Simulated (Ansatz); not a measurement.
`CBF` + HCl → `CBCl` + H–F at 700 K and 1 bar (ligand exchange at a B–F bond).

Program: Ansatz. Geometries: PBE0-D4/def2-TZVP. ΔE: electronic, gas phase. CCSD(T)/CBS adds triple-zeta CCSD(T) − MP2 to the extrapolated MP2 energy (def2 sets, frozen cores). This one scheme is used for every species.

```
species  CCSD(T)/CBS energy (Eh)  H − E (kJ/mol)  S (J/(mol·K))
  `CBF`               -165.10297           181.4          343.0
    HCl               -460.38127            38.4          211.8
 `CBCl`               -525.07110           179.3          357.9
    H–F               -100.39570            45.2          198.5
```

H − E and S are ideal-gas, rigid-rotor, harmonic terms from PBE0-D4/def2-TZVP. 1 Eh = 2625.50 kJ/mol, R = 8.31446 J/(mol·K).

By hand: ΔE, ΔH, ΔS and ΔG.

ΔE = (-525.07110) + (-100.39570) − (-165.10297) − (-460.38127) = 0.01744 Eh = 45.8 kJ/mol. Δ(H − E) = 179.3 + 45.2 − 181.4 − 38.4 = 4.7, so ΔH = 50.5 kJ/mol. ΔS = 357.9 + 198.5 − 343.0 − 211.8 = 1.6 J/(mol·K). ΔG = 50.5 − 700 × (1.6)/1000 = 49.4 kJ/mol.

By hand: the equilibrium constant, and the temperature at which ΔG would vanish if ΔH and ΔS stayed fixed.

log₁₀ K = −ΔG/(RT ln 10) = -3.7. ΔG = 0 at ΔH/ΔS = 31562 K, far beyond where these terms or the molecules hold.

The number of gas molecules stays the same, so ΔS is small and ΔH decides. A doubt of 5 kJ/mol in ΔE shifts log₁₀ K by 0.4 here. Modes under 60 cm⁻¹, often nearly free rotors, make the harmonic entropy too high. These are equilibria of isolated gas molecules and say nothing of rates. Largest T1 diagnostic: 0.012 (customary marks: 0.02 for closed shells, 0.045 for open ones).
